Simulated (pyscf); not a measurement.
Four-centre exchange: `[F][Al]([F])[F]` + `[OH][SiH3]` -> `[OH][SiH2][F]` + `[F][AlH][F]`

Gas phase, singlet surface, charge 0. Bonds broken: F1–Al2, Si6–H8. Bonds formed: F1–Si6, Al2–H8. Optimised with ωB97X-D3(BJ)/def2-SVP in PySCF.

Transition state (Å):

```xyz
10

F     -0.9710    -0.0289     0.0424
Al    -1.1069     0.6089    -1.6228
F     -2.5014     1.4859    -1.8151
F     -0.6710    -0.5382    -2.7385
O      0.7273     0.1675     1.8520
Si     0.3463     1.2387     0.6481
H      0.0255    -0.4004     2.1892
H      0.1719     1.5247    -1.1163
H      1.7071     1.7242     0.3309
H     -0.6306     2.2887     1.0043
```

One imaginary mode, 210i cm⁻¹; descent along it reached the two sides named, in the forms told below.

```
bond    change  reactant side (Å)  saddle  product side
------  ------  -----------------  ------  ------------
F1–Al2  breaks              1.686   1.788         1.944
Si6–H8  breaks              1.553   1.796           3.0
F1–Si6   forms                2.8   1.926         1.706
Al2–H8   forms              1.819   1.652         1.581
```

Electronic energies relative to the separated reactants (kJ/mol):

```csv
level,barrier,reaction energy,reverse barrier
ωB97X-D3(BJ)/def2-TZVP,-13.1,+10.7,-23.8
PBE/def2-TZVP,-3.6,+10.8,-14.4
r²SCAN/def2-TZVP,-10.4,+13.5,-23.9
B3LYP-D3(BJ)/def2-TZVP,1.8,+10.7,-8.9
PBE0-D3(BJ)/def2-TZVP,-8.6,+11.7,-20.3
M06-2X/def2-TZVP,-7.4,+8.1,-15.4
ωB97M-D3(BJ)/def2-TZVP,-0.8,+9.2,-10.1
HF/def2-TZVP,47.5,+10.5,37.0
```

With ωB97M-D3(BJ)/def2-TZVP energies and thermal terms (ideal gas, 1 atm, RRHO with modes under 100 cm⁻¹ raised to 100, one conformer, R ln 2 for chiral ones without a mode under 150 cm⁻¹), in kJ/mol:

| T (K) | ΔH‡ | ΔG‡ | ΔH | ΔG |
|---|---|---|---|---|
| 298 | 3.8 | 55.1 | +8.0 | +4.6 |
| 600 | 4.8 | 106.8 | +8.1 | +1.2 |
| 900 | 6.8 | 157.3 | +8.4 | -2.3 |
| 1200 | 9.2 | 207.1 | +8.5 | -5.9 |

On the reactant side the descent ends in an adduct with a Al–Si, Al–H contact, 68.6 kJ/mol under the separated species and 55.5 kJ/mol under the saddle at ωB97X-D3(BJ)/def2-TZVP. On the product side the descent ends in an adduct with a Al–F contact, 65.2 kJ/mol under the separated species and 41.4 kJ/mol under the saddle at ωB97X-D3(BJ)/def2-TZVP. At ωB97X-D3(BJ)/def2-TZVP, PBE, r²SCAN, PBE0-D3(BJ), M06-2X, ωB97M-D3(BJ) the saddle lies under the separated reactants, which points to a path from their complex (located at ωB97X-D3(BJ) alone). At ωB97X-D3(BJ)/def2-TZVP, PBE, r²SCAN, B3LYP-D3(BJ), PBE0-D3(BJ), M06-2X, ωB97M-D3(BJ) the saddle lies under the separated products, which points to a path from their complex (located at ωB97X-D3(BJ) alone), and parting the products costs more than the saddle. What is counted as formed (Al–H) is already present as a longer contact in the reactant adduct; forming that adduct is a step of its own. What is counted as broken (Al–F) persists as a longer contact in the product adduct; parting that adduct is a step of its own. One saddle was located; it need not be the lowest between these sides.
